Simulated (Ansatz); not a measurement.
## Diamond

The numbers are results of r²SCAN in Ansatz (PAW), not measurements.

Numerical settings: plane-wave cutoff 600 eV, 16×16×16 k mesh, scalar-relativistic PAW data made under PBE.

Cell: relaxed at this level.

For diamond, the elastic constant C11 is 1112 GPa and the elastic constant C12 comes out as 120 GPa. The elastic constant C44 is 587 GPa and the voigt–Reuss–Hill bulk modulus is 451 GPa. The voigt–Reuss–Hill shear modulus (Hill average) is 549 GPa and the Young modulus is 1171 GPa. The Poisson ratio is 0.067.

Measured, for comparison: elastic constant C11 1081 GPa, elastic constant C12 125 GPa, elastic constant C44 579 GPa (low temperature, zero-point motion not removed; as tabulated in Tanner et al. (2021), arXiv:2110.11888). Computed (rounded) less measured: elastic constant C11 +3 %, elastic constant C12 -4 %, elastic constant C44 +1 %.

Elastic constants are with the ions relaxed.

Ansatz is a quantum-chemistry and plane-wave program.
